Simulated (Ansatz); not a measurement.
## Ansatz (development build ahead of 0.2.0) run

```yaml
crystal:
  periodic: [false, false, false]
  atoms:
    - { symbol: O, position_ang: [-0.40234, -0.92069, 0.97161] }
    - { symbol: O, position_ang: [-0.02464, -3.01971, 2.23774] }
    - { symbol: O, position_ang: [1.48613, 0.68478, 0.88348] }
basis:
  gaussian: { orbitals: STO-3G }
hamiltonian:
  xc: hf
correlation:
  method: fci
  frozen_orbitals: { O: 1 }
```

The input is written out in the form of the current development build from the run's settings.

Results

```json
{
 "Converged": "yes",
 "Reference energy": "-220.99300 hartree",
 "Correlation energy": "-0.42074 hartree",
 "Total energy": "-221.41373 hartree",
 "State": "lowest singlet root, of any spatial symmetry"
}
```
